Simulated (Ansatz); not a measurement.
A structure relaxed at PBE-D4/def2-TZVP in Ansatz, charge 0, doublet:

Cartesian coordinates in Å:
```
P 0.3069 -0.2971 0.3086
S -0.3552 1.3097 1.1642
S 0.0483 -1.0127 -1.4728
```

**Question.** Give its formula and point group.

**Answer.** PS2 (the lowest doublet isomer of a short search). Point group C2v (tolerance 0.1 Å).

**Question.** Summarise the bond lengths by kind (pairs closer than 1.2 times the sum of covalent radii, bridged metal pairs left out).

**Answer.** 2 × P–S 1.94 Å.

The structure comes from a short search, and lower isomers may exist.
